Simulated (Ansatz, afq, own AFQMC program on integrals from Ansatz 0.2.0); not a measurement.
Integrals from Ansatz 0.2.0, then the random walk in our own AFQMC program (afq).

```yaml
crystal:
  periodic: [false, false, false]
  atoms:
    - {symbol: Si, position_ang: [0.000000, -0.071477, 0.000000]}
    - {symbol: H, position_ang: [0.000000, 0.995827, -1.090012]}
    - {symbol: H, position_ang: [0.000000, 0.995827, 1.090012]}
basis:
  gaussian: {orbitals: cc-pVDZ}
magnetization: {spin_polarized: true, initial_magnetization: 0}
correlation: {method: ccsd_t, electrons: outside_noble_gas, hamiltonian_folder: ham}
```

```sh
$ ansatz run in.yaml --threads 1 --pin off --events-out ev --progress --plain --max-ram 16896MiB --backend cuda --devices 0, --max-vram 18GiB
```

Options of the walk:

```
--method phaseless --trial hf --walkers 4000 --populations 20 --least-time 40 --time-step 0.005 --steps-per-block 20 --equilibration-blocks 112 --max-blocks 4000 --target-error 0.0007499999999999999 --factor-cut 1e-05 --start spin_pure --seed 8197 --taylor-order 6
```

Times are imaginary, in 1/Eh. The walk had a cap of 49 s. With eight or more populations the least sampling time is a fifth of least-time, and the error comes from their spread.

Log:

```
orbitals 23  electrons 3 3  factors 161 of 271
reference energy -290.01833275 Eh
CCSD correlation -0.11684335 Eh in 11 cycles, weight of the determinant in the CISD state 0.9107
energy of the start -290.018333 Eh
 block  time / (1/Eh)  mean weight  energy / Eh
     1     0.100  1.0003  -290.036057
     2     0.200  1.0003  -290.050443
     3     0.300  1.0005  -290.062309
     4     0.400  1.0005  -290.071360
     5     0.500  1.0005  -290.079752
    10     1.000  1.0002  -290.106356
    29     2.900  1.0000  -290.130685
    49     4.900  1.0000  -290.133547
    69     6.900  1.0000  -290.140778
    89     8.900  0.9999  -290.137735
   109    10.900  1.0000  -290.141376
   129    12.900  0.9999  -290.139496
   149    14.900  1.0000  -290.141049
   161    16.100  1.0001  -290.145194
   169    16.900  1.0002  -290.141302
   189    18.900  1.0001  -290.139642
error from the spread of 20 populations
energy -290.141093 +/- 0.000685 Eh
(rows thinned)
```

The run passed its tests (sampling time, drift between the halves within three errors, error under three times the target), which doesn't prove that it has relaxed.

Against this walk (error 18.6 meV) on the same determinant: CCSD(T) 99.9 meV higher, CCSDT(Q) 81.0 meV higher, CCSDTQ 80.4 meV higher, full CI 80.3 meV higher, a separate phaseless walk with a CISD trial and standard settings 85.1 ± 18.7 meV higher. The error is statistical and leaves out the bias of the constraint. The walk lies 80 meV below full CI: a phaseless energy isn't variational.

Cautions: constraint bias not in the error; higher spins were not checked; an unrestricted solution with more broken spin lies lower (90 meV, ⟨S²⟩ 0.38), while this determinant keeps restricted orbitals.

The walk took 20 s on 1 × NVIDIA H100 80GB HBM3 with 2 threads of AMD EPYC 7R13 Processor (Zen 3) (shared host) (the card was shared). The log's last line is the phaseless energy.

CCSDT and higher add their correlation energy to the determinant of the CCSD(T) run, since their own runs factorise the integrals more tightly (a shift of under 2 meV). A walk keeps the symmetry of its determinant, which the program's search chose and which needn't be the lowest solution, so a lower state of the same spin and another symmetry isn't excluded.
